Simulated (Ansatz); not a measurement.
Gas-phase electronic energies from Ansatz, PBE0-D4/def2-TZVP geometries. CCSD(T)/CBS adds triple-zeta CCSD(T) − MP2 to the extrapolated MP2 energy (def2 sets, frozen cores). This one scheme is used for every species. DFT in def2-TZVPP. B3LYP here is the variant with VWN-RPA as its local correlation; programs differ in this. Each species was taken in one conformer, which may not be the lowest.

Consider the substitution at a C–Cl bond: `FCCCl` + `OCF` → `FCCOCF` + HCl.

`FCCCl`:

Z-matrix (Å, degrees):
```
C
C 1 1.509
F 1 1.381 2 108.5
H 1 1.093 2 110.9 3 -119.1
H 1 1.093 2 110.9 3 119.1
Cl 2 1.776 1 109.1 3 179.9
H 2 1.089 1 111.1 3 61.0
H 2 1.089 1 111.1 3 -61.2
```

`OCF`:

Z-matrix (Å, degrees):
```
C
F 1 1.381
O 1 1.370 2 111.1
H 1 1.091 2 107.8 3 -117.4
H 1 1.096 2 106.3 3 123.2
H 3 0.962 1 109.3 2 70.7
```

`FCCOCF`:

Cartesian coordinates in Å:
```
F 0.771 -2.074 1.042
C 0.194 -1.760 -0.171
C -0.402 -0.386 -0.136
O 0.641 0.568 -0.099
C 0.242 1.828 0.236
F -0.518 2.395 -0.771
H 0.969 -1.821 -0.941
H -0.587 -2.498 -0.380
H -1.022 -0.241 -1.028
H -1.042 -0.281 0.751
H 1.140 2.435 0.360
H -0.385 1.836 1.137
```

HCl:

Cartesian coordinates in Å:
```
Cl -0.370 -0.493 0.171
H 0.370 0.493 -0.171
```

| level | ΔE (kcal/mol) | difference from CCSD(T)/CBS |
| --- | --- | --- |
| PBE-D4 | 3.1 | 0.1 |
| r2SCAN-D4 | 2.4 | -0.6 |
| PBE0-D4 | 3.0 | 0.0 |
| B3LYP-D4 | 2.4 | -0.6 |
| ωB97X-V | 2.1 | -0.9 |
| ωB97M-V | 2.4 | -0.6 |
| B2PLYP | 2.8 | -0.2 |
| PBE | 3.5 | 0.5 |
| r2SCAN | 2.5 | -0.5 |
| PBE0 | 3.4 | 0.4 |
| B3LYP | 2.9 | -0.1 |
| HF/def2-TZVPP | 2.3 | -0.7 |
| MP2/def2-TZVPP | 3.1 | 0.1 |
| SCS-MP2/def2-TZVPP | 2.9 | -0.1 |
| CCSD/def2-TZVPP | 1.9 | -1.1 |
| CCSD(T)/def2-TZVPP | 2.0 | -1.0 |
| HF/def2-QZVPP | 2.3 | -0.7 |
| MP2/def2-QZVPP | 3.7 | 0.7 |
| SCS-MP2/def2-QZVPP | 3.5 | 0.5 |
| HF/CBS(def2) | 2.3 | -0.7 |
| MP2/CBS(def2) | 4.2 | 1.2 |
| CCSD/CBS(def2) | 2.9 | -0.1 |
| CCSD(T)/CBS | 3.0 | 0 |

Largest T1 diagnostic among the species: 0.011.
